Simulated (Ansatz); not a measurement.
Species: C$_{3}$H$_{7}$O, net charge 0, doublet state. It need not be the lowest isomer of its formula. SMILES: C([O])(C)C
Structure (B3LYP-D3(BJ)/def2-TZVP (Ansatz, a program for electronic structure) minimum search):
```xyz
11

O      0.0945     1.4245    -0.0606
C      0.0085     0.1079     0.3000
H      0.0184     0.1828     1.4108
C     -1.3211    -0.5346    -0.1092
C      1.2376    -0.7048    -0.1206
H     -1.3754    -0.6084    -1.1970
H      1.2721    -0.7845    -1.2088
H     -2.1575     0.0707     0.2384
H      2.1499    -0.2158     0.2192
H     -1.4118    -1.5395     0.3062
H      1.1981    -1.7131     0.2946
```
Charge 0, spin multiplicity 2.

Parts of the frozen-core correlation energy in cc-pVDZ (Ansatz, hartree). Frozen orbitals: 4; correlated occupied orbitals by spin: 13 and 12; virtual: 74 and 75. UHF or UKS for open shells. No spin-orbit coupling. Non-relativistic.

```tsv
term	value
reference (HF)	-192.51314
MP2 opposite-spin	-0.43904
MP2 same-spin	-0.13383
CCSD correlation	-0.63030
(T)	-0.01668
T1 diagnostic	0.015
largest doubles amplitude	0.017
<S^2> of the reference	0.758
```
